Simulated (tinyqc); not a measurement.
Hueckel theory of the pi electrons, for the molecule C=C(Cl)C=O (SMILES; centres numbered as the heavy atoms are written), step by step. One step of it, computed by the program tinyqc.

Task: Orbitals. Diagonalise; E = alpha + x beta with beta < 0, so the largest x are filled first; degenerate levels share their electrons. P = sum n_i c_ri c_si; each orbital has its largest coefficient positive (the first on a tie).

Hueckel matrix in units of beta (H = alpha + beta A), order 1C, 2C, 3Cl, 4C, 5O:
```
[[0.000000, 1.000000, 0.000000, 0.000000, 0.000000],
 [1.000000, 0.000000, 0.400000, 1.000000, 0.000000],
 [0.000000, 0.400000, 2.000000, 0.000000, 0.000000],
 [0.000000, 1.000000, 0.000000, 0.000000, 1.000000],
 [0.000000, 0.000000, 0.000000, 1.000000, 1.000000]]
```

pi electrons, sum of z_r less the charge = 6

Give: x values; occupations; coefficients; charge and bond-order matrix P.

Result:

x values: [2.1690, 1.7842, 0.9494, -0.3508, -1.5517]

occupations: [2.0000, 2.0000, 2.0000, 0.0000, 0.0000]

coefficients, order 1C, 2C, 3Cl, 4C, 5O:
```
[[0.1649, 0.1453, 0.5919, 0.6478, -0.4263],
 [0.3577, 0.2592, 0.5619, -0.2273, 0.6615],
 [0.8465, -0.4803, -0.2139, 0.0387, -0.0745],
 [0.2723, 0.5092, 0.0271, -0.5836, -0.5703],
 [0.2329, 0.6494, -0.5361, 0.4320, 0.2235]]
```

charge and bond-order matrix P, order 1C, 2C, 3Cl, 4C, 5O:
```
[[0.7972, 0.8584, -0.1136, 0.2699, -0.3692],
 [0.8584, 1.0216, 0.1161, 0.4892, -0.0993],
 [-0.1136, 0.1161, 1.9859, -0.0398, -0.0001],
 [0.2699, 0.4892, -0.0398, 0.6684, 0.7591],
 [-0.3692, -0.0993, -0.0001, 0.7591, 1.5268]]
```
